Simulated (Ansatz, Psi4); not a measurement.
# The same job for Ansatz

Psi4 1.11 runs this on doublet [COF2]−:

calc.in:
```
memory 2.2 GB

molecule system {
  -1 2
  O     -1.242660    -0.157400     0.153910
  C     -0.091830    -0.011630     0.011370
  F      0.845490    -0.826670     0.424670
  F      0.488990     0.995700    -0.589960
  units angstrom
  symmetry c1
  no_reorient
  no_com
}

set globals {
  basis                aug-cc-pVDZ
  reference            uks
  puream               true
  e_convergence        1e-09
  d_convergence        1e-08
  scf_type             pk
  dft_radial_points    99
  dft_spherical_points 590
  maxiter              100
}

result, w = energy('pbe', return_wfn=True)
oeprop(w, 'MULLIKEN_CHARGES', 'DIPOLE', 'LOWDIN_CHARGES')
```

```bash
$ psi4 -n 1 calc.in calc.out
```

The coordinates come from a PBE0-D4/def2-TZVP relaxation. That shape belongs to the parent species and isn't relaxed for this state.

The HOMO lies above zero, from self-interaction, a short basis or an unbound electron.

It gives a total energy of -312.723217 Eh.

**Question.** Translate the job to Ansatz 0.2.0 as an input file of the program's own.

**Answer.** This input was run:

input.yaml:
```yaml
crystal:
  periodic: [false, false, false]
  atoms:
    - symbol: O
      position_ang: [-1.242660, -0.157400, 0.153910]
    - symbol: C
      position_ang: [-0.091830, -0.011630, 0.011370]
    - symbol: F
      position_ang: [0.845490, -0.826670, 0.424670]
    - symbol: F
      position_ang: [0.488990, 0.995700, -0.589960]
basis:
  gaussian:
    orbitals: aug-cc-pVDZ
total_charge: -1
output: {orbitals: {seedname: orbitals}}
accuracy: high
hamiltonian:
  xc: pbe
magnetization:
  spin_polarized: true
  initial_magnetization: 1
```

```bash
$ ansatz run input.yaml --threads 1 --pin off --max-ram 3480MiB --events-out events.jsonl --progress --plain --runs-dir runs
```

Its energy is -312.723217 Eh, the same as the first but for the last digit, at most.
